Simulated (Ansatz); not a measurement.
# CH6AlN (SMILES C[NH][AlH2]): energies and forces away from the minimum

Aim: displace all atoms at random from the minimum and see how well density functionals give the CCSD(T) energy and forces there.

Computed with Ansatz 0.2.0, Gaussian basis. Level: single points with forces in def2-TZVPP.

Levels: PBE-D4, r2SCAN-D4, PBE0-D4, wB97M-V, Hartree-Fock, MP2, CCSD, CCSD(T). Each coordinate is moved by a Gaussian draw of the width named (0.7 of it for atoms other than hydrogen): 0.06, 0.09 Å.

Correlated methods freeze the cores.

13 further runs of the same task are left out: 13 set aside as unsound or not needed.

### Step 1. The starting structure

The minimum, relaxed at PBE0-D4: 9 atoms, charge 0, spin multiplicity 1.

Atoms are counted from 1 here; the program's logs count them from 0.

Bond lengths: C1–N2 1.447 Å, C1–H4 1.097 Å, C1–H5 1.097 Å, C1–H6 1.093 Å, N2–Al3 1.768 Å, N2–H7 1.010 Å, Al3–H8 1.584 Å, Al3–H9 1.584 Å. Angles: N2–C1–H4 112.4°, N2–C1–H5 112.3°, N2–C1–H6 109.8°, H4–C1–H5 107.6°, H4–C1–H6 107.2°, H5–C1–H6 107.2°, C1–N2–Al3 128.6°, C1–N2–H7 111.9°, Al3–N2–H7 119.5°, N2–Al3–H8 117.5°, N2–Al3–H9 117.5°, H8–Al3–H9 125.0°.

Coordinates:

```xyz
9
CH6AlN
C    -0.3845    0.9347   -0.7717
N     0.3400   -0.2532   -0.3742
Al    0.3353   -1.0744    1.1909
H    -1.0748    0.7439   -1.6022
H     0.2844    1.7486   -1.0760
H    -0.9810    1.3026    0.0668
H     0.9055   -0.6191   -1.1263
H     1.2344   -2.3699    1.3397
H    -0.5709   -0.4595    2.3359
```

Energies of the minimum (eV), from earlier single points: PBE-D4 -9216.14742, r2SCAN-D4 -9221.03139, PBE0-D4 -9217.12626, B3LYP-D4 -9224.50609, wB97M-V -9221.41761, CCSD(T) -9206.14369.

### Step 2. Structure 1, width 0.06 Å

File ccsdt-tzvpp/in.yaml:

```yaml
crystal:
  periodic: [false, false, false]
  atoms:
    - {symbol: C, position_ang: [-0.385618, 0.903236, -0.776793]}
    - {symbol: N, position_ang: [0.278071, -0.215679, -0.378352]}
    - {symbol: Al, position_ang: [0.318094, -1.183464, 1.197715]}
    - {symbol: H, position_ang: [-1.032173, 0.797607, -1.614079]}
    - {symbol: H, position_ang: [0.253379, 1.793575, -1.176323]}
    - {symbol: H, position_ang: [-1.059471, 1.370244, -0.038549]}
    - {symbol: H, position_ang: [0.906067, -0.619557, -1.062744]}
    - {symbol: H, position_ang: [1.216701, -2.421954, 1.410251]}
    - {symbol: H, position_ang: [-0.512087, -0.526830, 2.247978]}
basis:
  gaussian: {orbitals: def2-TZVPP}
correlation: {method: ccsd_t}
output: {forces: true}
```

No record of the launch command was kept for these runs.

Standard output, shortened:

```text
Functional definition: HF
  name "HF"
  cite "Fock, Z. Phys. 61, 126 (1930) doi:10.1007/BF01340294"
  parent pbe
[...]
1082 factors; integrals over basis functions are off by at most 1.5e-3 eV
[...]
mean field -9191.12037003 eV, -337.7674436334 hartree, gradient 4.0e-6 eV, S^2 0.000000; 0 other end points of the search recorded, 0 dependent functions left out
7 core orbitals not correlated: weight in the atoms' cores, before any rotation towards them, 1.000 or more for the frozen orbitals, at most 0.000 for the correlated occupied ones
reference -9191.12037003 eV, -337.7674436334 hartree; 9, 9 occupied and 172, 172 virtual orbitals, 1082 factors
second order -13.05120674 eV of doubles, -0.00000000 eV of singles
cycle   1  -13.55819535 eV  change   -5.1e-1 eV  update   8.0e-2
[...]
cycle  10  -13.99580491 eV  change    8.3e-6 eV  update   8.2e-6
perturbative correction -0.49344258 eV, -0.0181336802 hartree
[...]
working
Total energy: -9205.60961751 eV, -338.2999136574 hartree
Atom 0 at    -0.385618     0.903236    -0.776793 Å, force    -0.818516     4.872774    -1.369327 eV/Å
Atom 1 at     0.278071    -0.215679    -0.378352 Å, force     2.071024    -3.897209     2.334930 eV/Å
Atom 2 at     0.318094    -1.183464     1.197715 Å, force     0.205322     1.087557    -1.882346 eV/Å
Atom 3 at    -1.032173     0.797607    -1.614079 Å, force    -0.839652    -0.725809    -1.050782 eV/Å
Atom 4 at     0.253379     1.793575    -1.176323 Å, force    -0.364320    -1.272474     0.973127 eV/Å
Atom 5 at    -1.059471     1.370244    -0.038549 Å, force     0.505012    -0.429796     0.309627 eV/Å
Atom 6 at     0.906067    -0.619557    -1.062744 Å, force    -0.185473     0.317585    -0.296554 eV/Å
Atom 7 at     1.216701    -2.421954     1.410251 Å, force     0.272609    -0.398302    -0.155128 eV/Å
Atom 8 at    -0.512087    -0.526830     2.247978 Å, force    -0.846007     0.445673     1.136452 eV/Å
Dipole moment:     0.038848    -0.061770    -0.161805 e Å
```

It took 2 min on 2 threads, shared host; peak memory 3.6 GiB.

The other levels were run on the same coordinates; their logs were not kept, and their results stand in the tables.

```csv
method,RMS force component (eV/Å),RMS error against CCSD(T) (eV/Å),angle to CCSD(T) forces (°),dipole (D)
PBE-D4,1.373,0.238,6.6,0.97
r2SCAN-D4,1.431,0.137,3.1,0.93
PBE0-D4,1.423,0.161,4.1,0.86
wB97M-V,1.498,0.062,1.6,0.83
CCSD(T),1.543,reference,reference,0.85
```

### Step 3. Structure 2, width 0.09 Å

File ccsdt-tzvpp/in.yaml:

```yaml
crystal:
  periodic: [false, false, false]
  atoms:
    - {symbol: C, position_ang: [-0.437630, 0.936067, -0.713346]}
    - {symbol: N, position_ang: [0.419896, -0.126530, -0.321062]}
    - {symbol: Al, position_ang: [0.408772, -1.088571, 1.266242]}
    - {symbol: H, position_ang: [-0.942629, 0.599579, -1.603512]}
    - {symbol: H, position_ang: [0.345029, 1.826584, -1.003759]}
    - {symbol: H, position_ang: [-0.964520, 1.436960, 0.145521]}
    - {symbol: H, position_ang: [0.741329, -0.607711, -1.161290]}
    - {symbol: H, position_ang: [1.251653, -2.436432, 1.407282]}
    - {symbol: H, position_ang: [-0.685357, -0.517425, 2.394603]}
basis:
  gaussian: {orbitals: def2-TZVPP}
correlation: {method: ccsd_t}
output: {forces: true}
```

Standard output, shortened:

```text
[... 4 set-up lines as earlier in the session ...]
[...]
1089 factors; integrals over basis functions are off by at most 8.8e-4 eV
[...]
mean field -9190.82764935 eV, -337.7566863470 hartree, gradient 5.9e-6 eV, S^2 0.000000; 0 other end points of the search recorded, 0 dependent functions left out
7 core orbitals not correlated: weight in the atoms' cores, before any rotation towards them, 1.000 or more for the frozen orbitals, at most 0.000 for the correlated occupied ones
reference -9190.82764935 eV, -337.7566863470 hartree; 9, 9 occupied and 172, 172 virtual orbitals, 1089 factors
second order -13.10460794 eV of doubles, -0.00000000 eV of singles
cycle   1  -13.60571386 eV  change   -5.0e-1 eV  update   8.4e-2
[...]
cycle  11  -14.07514517 eV  change   -4.0e-6 eV  update   4.9e-6
perturbative correction -0.51377920 eV, -0.0188810372 hartree
[...]
working
Total energy: -9205.41657372 eV, -338.2928194288 hartree
Atom 0 at    -0.437630     0.936067    -0.713346 Å, force     2.775108     3.614695     0.076282 eV/Å
Atom 1 at     0.419896    -0.126530    -0.321062 Å, force     0.475626    -2.810682     1.773182 eV/Å
Atom 2 at     0.408772    -1.088571     1.266242 Å, force    -0.858134     0.888932    -0.656067 eV/Å
Atom 3 at    -0.942629     0.599579    -1.603512 Å, force    -1.096690     0.687378    -0.057034 eV/Å
Atom 4 at     0.345029     1.826584    -1.003759 Å, force    -2.084103    -1.471654     0.011355 eV/Å
Atom 5 at    -0.964520     1.436960     0.145521 Å, force    -0.240648    -1.064132    -1.018981 eV/Å
Atom 6 at     0.741329    -0.607711    -1.161290 Å, force     0.247478     0.162393     0.496768 eV/Å
Atom 7 at     1.251653    -2.436432     1.407282 Å, force    -0.038247     0.301040    -0.032255 eV/Å
Atom 8 at    -0.685357    -0.517425     2.394603 Å, force     0.819611    -0.307971    -0.593252 eV/Å
Dipole moment:     0.020371    -0.004493    -0.197685 e Å
```

It took 1.9 min on 2 threads, shared host; peak memory 3.6 GiB.

```
   method  RMS force component (eV/Å)  RMS error against CCSD(T) (eV/Å)  angle to CCSD(T) forces (°)  dipole (D)
   PBE-D4                       1.186                             0.176                          6.0        1.12
r2SCAN-D4                       1.260                             0.084                          3.2        1.06
  PBE0-D4                       1.264                             0.128                          5.4        0.96
  wB97M-V                       1.301                             0.056                          2.4        0.92
  CCSD(T)                       1.305                         reference                    reference        0.95
```

### Step 4. All structures together

Energy above the minimum (eV):

```csv
structure,width (Å),PBE-D4,r2SCAN-D4,PBE0-D4,wB97M-V,Hartree-Fock,MP2,CCSD,CCSD(T)
1,0.06,0.488,0.508,0.502,0.511,0.565,0.515,0.536,0.534
2,0.09,0.631,0.716,0.719,0.749,0.858,0.754,0.749,0.727
```

What each level costs and misses (shared host):

```csv
method,mean energy error from CCSD(T) (eV),mean time a point
PBE-D4,0.071,1.5 s
r2SCAN-D4,0.019,2.6 s
PBE0-D4,0.020,2.4 s
wB97M-V,0.022,5.2 s
Hartree-Fock,0.081,part of the CCSD(T) run
MP2,0.023,part of the CCSD(T) run
CCSD,0.012,part of the CCSD(T) run
CCSD(T),0,1.9 min
```

For cost: r2SCAN-D4 comes within 0.019 eV at 2.6 s a point, where CCSD(T) needs 1.9 min.

### Step 5. Results

```
                         quantity                                                                                                      value
energy above the minimum, CCSD(T)                                                                                            0.534, 0.727 eV
                mean energy error  PBE-D4 0.071, r2SCAN-D4 0.019, PBE0-D4 0.020, wB97M-V 0.022, Hartree-Fock 0.081, MP2 0.023, CCSD 0.012 eV
             mean RMS force error                                           PBE-D4 0.207, r2SCAN-D4 0.110, PBE0-D4 0.144, wB97M-V 0.059 eV/Å
            largest T1 diagnostic                                                                                                      0.013
```

What this shows: In energy CCSD is nearest to CCSD(T) and Hartree-Fock farthest. For forces wB97M-V is best, off by 4 % of the typical force, and PBE-D4 worst (15 %); with few structures and a triple-zeta reference, gaps of a few points rank nothing.
